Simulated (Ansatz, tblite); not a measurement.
Removing an electron: H₂S₄. Total charge 0; singlet. Geometry: PBE0-D4/def2-SVP. Ansatz, gas phase; energy differences of separate SCF runs; the oxidised species was run as a doublet alone.

| atom | x (Å) | y (Å) | z (Å) |
| --- | --- | --- | --- |
| S1 | -0.139 | -2.264 | -0.576 |
| S2 | 0.226 | -0.413 | -1.429 |
| S3 | -1.098 | 0.915 | -0.549 |
| S4 | -0.254 | 1.454 | 1.267 |
| H5 | 0.704 | -2.127 | 0.476 |
| H6 | 0.562 | 2.436 | 0.812 |

The xTB rows come from tblite. Correlated methods freeze 20 core orbitals.

| level | −HOMO (eV) | vertical IE (eV) | −LUMO (eV) | HOMO–LUMO gap (eV) | remarks |
| --- | --- | --- | --- | --- | --- |
| GFN1-xTB | 11.00 | 14.45 | 7.13 | 3.87 | – |
| GFN2-xTB | 10.94 | 13.55 | 7.68 | 3.26 | – |
| HF/def2-TZVPP | – | 8.79 | – | – | – |
| PBE-D4/def2-TZVP | 6.13 | 8.86 | 2.37 | 3.75 | – |
| r2SCAN-D4/def2-TZVP | 6.40 | 9.03 | 2.24 | 4.15 | – |
| PBE0-D4/def2-TZVP | 7.32 | 9.23 | 1.47 | 5.85 | – |
| MP2/def2-TZVPP | – | 9.77 | – | – | – |
| CCSD/def2-TZVPP | – | 9.53 | – | – | large T1 (+1 doublet) |
| CCSD(T)/def2-TZVPP | – | 9.45 | – | – | large T1 (+1 doublet) |

 Raw xTB energy differences between charge states are shifted by several eV; the methods need an empirical correction for them.
